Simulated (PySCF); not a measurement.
# Gas-phase thermal properties of Al(CH3)2Cl

Method: PySCF energies plus ideal-gas RRHO corrections (1 bar). 6-31G* has spherical d functions here. All species are closed-shell singlets. B3LYP is the form with VWN-RPA correlation. Methyl groups turn as free rotors in Al(CH3)2Cl. Al(CH3)2Cl: computed as isolated molecules; such fragments, hydroxides, amides, oligomers or adducts are transient or little studied in the gas. The harmonic model lacks anharmonicity and excited electronic states, which grow with temperature; levels with a mode under 35 cm⁻¹ are left out.

```csv
level,point group,σ,ZPE (kJ/mol),S°298 (J/mol/K),Cp298 (J/mol/K),S°1000 (J/mol/K),H1000 − H298 (kJ/mol)
B3LYP/6-31G*,C2v,2,191.8,345.1,95.5,503.4,96.9
HF/6-31G*,C2v,2,202.4,342.1,92.4,495.8,94.2
PBE/def2-SVP,C2v,2,184.2,347.2,98.7,510.0,99.4
PBE0/def2-TZVP,C2v,2,189.7,345.6,96.8,505.7,97.9
```
σ: rotational symmetry number. Electronic degeneracy used: 1. Frequencies are unscaled.
